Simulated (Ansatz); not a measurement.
Mulliken charges of CH4BCl, SMILES `BCCl` from PBE/def2-TZVPP in Ansatz (PBE0-D4/def2-TZVP geometry).

```json
{"atom": "B1", "x (Å)": "-0.686", "y (Å)": "-0.013", "z (Å)": "-0.635", "charge (e)": "-0.073"}
{"atom": "C2", "x (Å)": "0.443", "y (Å)": "-0.100", "z (Å)": "0.421", "charge (e)": "-0.089"}
{"atom": "Cl3", "x (Å)": "1.384", "y (Å)": "1.385", "z (Å)": "0.721", "charge (e)": "-0.155"}
{"atom": "H4", "x (Å)": "-1.316", "y (Å)": "-1.011", "z (Å)": "-0.834", "charge (e)": "0.025"}
{"atom": "H5", "x (Å)": "-0.936", "y (Å)": "0.986", "z (Å)": "-1.236", "charge (e)": "0.044"}
{"atom": "H6", "x (Å)": "1.149", "y (Å)": "-0.889", "z (Å)": "0.138", "charge (e)": "0.124"}
{"atom": "H7", "x (Å)": "0.023", "y (Å)": "-0.426", "z (Å)": "1.380", "charge (e)": "0.124"}
```

Problem. By hand: the dipole of these point charges (1 e Å = 4.8032 D).

Solution. Σ q r = (-0.133, -0.350, 0.010) e Å, of length 0.375 e Å = 1.80 D.

Problem. How does the dipole of the full density compare? (An estimate is asked.)

Solution. Ansatz gave: (-0.137, -0.338, 0.002) e Å, 1.75 D; the point charges give 1.03 times that, at 2° from its direction.

Point charges leave out the atoms' own dipoles, such as those of lone pairs, and Mulliken's split depends on the basis, so the close match here is no proof of good charges.
